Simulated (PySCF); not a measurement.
**Vibration and rotation of BP**

ROHF-CCSD(T) constants of BP, ³Π (triplet), unpaired electrons σ ↑, π ↑ (basis B x2c-TZVPPall, P x2c-TZVPPall; spin-free X2C with a Gaussian nucleus; PySCF 2.14; masses 11.0093 and 30.9738 u):

* ωe: 939.5 cm⁻¹
* ωexe: 6.23 cm⁻¹
* Be: 0.6743 cm⁻¹
* αe: 0.00582 cm⁻¹
* D (centrifugal): 1.39e-06 cm⁻¹
* De to B + P: 3.11 eV

Give the vibrational terms G(v) and spacings up to v = 6.

G(v) = ωe(v+½) − ωexe(v+½)².

```tsv
v	G(v) (cm⁻¹)	G(v) − G(v−1)	Bv (cm⁻¹)
0	468.2		0.6714
1	1395.2	927.0	0.6656
2	2309.8	914.6	0.6598
3	3211.9	902.1	0.6539
4	4101.6	889.7	0.6481
5	4978.8	877.2	0.6423
6	5843.5	864.7	0.6365
```

How well does the Morse estimate ωe²/(4ωexe) reproduce De, and what is D0?

It gives 4.39 eV, 141 % of the computed De. D0 = De − G(0) = 3.11 − 0.06 = 3.05 eV.

Correlated steps freeze 6 core orbitals. The state was picked by a PBE0 search and need not be the measured ground state.
